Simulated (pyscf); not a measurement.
Elementary routes open to `[PH2][GeH3]` + `[OH2]` in the gas phase (singlet surface):
A. `[OH][PH][GeH3]` + `[H][H]` (H–P, H–O broken; O–P, H–H formed)
B. `[PH3]` + `[OH][GeH3]` (Ge–P, H–O broken; H–P, Ge–O formed)
C. `[OH][GeH2][PH2]` + `[H][H]` (Ge–H, H–O broken; Ge–O, H–H formed)

Structures and frequencies: ωB97X-D3(BJ)/def2-SVP in PySCF.

Rank the routes by free-energy barrier at 298 K, lowest first, for ωB97M-D3(BJ)/def2-TZVP energies (ideal gas, 1 atm, RRHO with modes under 100 cm⁻¹ raised to 100, one conformer, R ln 2 for chiral ones without a mode under 150 cm⁻¹).

B (50.0 kcal/mol), C (53.1 kcal/mol), A (74.8 kcal/mol)

Route B is the fastest of these, ahead of the next by 3.2 kcal/mol. The most stable products are those of B (ΔG = -1.7 kcal/mol), so kinetics and thermodynamics agree. At 1200 K B is still the fastest. Only these routes are compared; each barrier is that of the saddle found, and lower ones may exist. Elements up to Kr have no core potential and no relativistic terms here.
